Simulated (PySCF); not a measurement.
## F: ionisation energy

F [He] 2s2 2p5 (2P) → F⁺ [He] 2s2 2p4 (3P), as a difference of total energies. All numbers are calculated (PySCF 2.14, the spin-free X2C one-electron Hamiltonian (Gaussian nucleus), in aug-cc-pVQZ-DK (6s5p4d3f2g, 80 functions)). Correlated levels: valence: 1s2 frozen. The calculations carry no spin-orbit coupling.

```tsv
method	ionisation energy (eV)
UHF	15.639
LDA	17.947
PBE	17.645
PBE0	17.434
r2SCAN	17.525
BHandHLYP	17.296
HSE06	17.448
CAM-B3LYP	17.722
MN15	17.581
MP2 (valence)	17.382
SCS-MP2 (valence)	17.389
```

Question: How much does correlation contribute at MP2 (valence)?

Answer: 17.382 − (15.639) = 1.743 eV, measured against UHF.

Errors of the correlated levels include the incompleteness of this basis and the frozen core.

For comparison: 17.427 eV (measured; NIST levels, between the centres of gravity of the two terms).
